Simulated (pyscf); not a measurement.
Structures and frequencies: ωB97X-D3(BJ)/def2-SVP in PySCF.

Q: For the elementary gas-phase step H₃C–NH–CH₃ + HO–Ge(OH)(OH)–OH -> H₃C–N(CH₃)–Ge(OH)(OH)–OH + H₂O (singlet surface; H–N, Ge–O broken, Ge–N, H–O formed), what barrier and reaction energy does ωB97M-D3(BJ)/def2-TZVP give, measured from the separated reactants?

A: ΔE‡ = 0.50 eV, ΔE = +0.30 eV. Zero-point energy shifts the barrier by -0.02 eV. It is a four-centre exchange, with an imaginary mode of 904i cm⁻¹. On the reactant side the descent ends in an adduct with a Ge–N contact (not fully relaxed), 0.64 eV under the separated species and 1.07 eV under the saddle at ωB97X-D3(BJ)/def2-TZVP. On the product side the descent ends in a bound adduct, 0.47 eV under the separated species and 0.65 eV under the saddle at ωB97X-D3(BJ)/def2-TZVP. What is counted as formed (Ge–N) is already present as a longer contact in the reactant adduct; forming that adduct is a step of its own. H₃C–NH–CH₃ lies 0.34 eV over its isomer H₃C–CH₂–NH₂ (electronic energy, ωB97M-D3(BJ)/def2-TZVP). This is the saddle that the search found; another between the same sides may lie lower. Elements up to Kr have no core potential and no relativistic terms here.
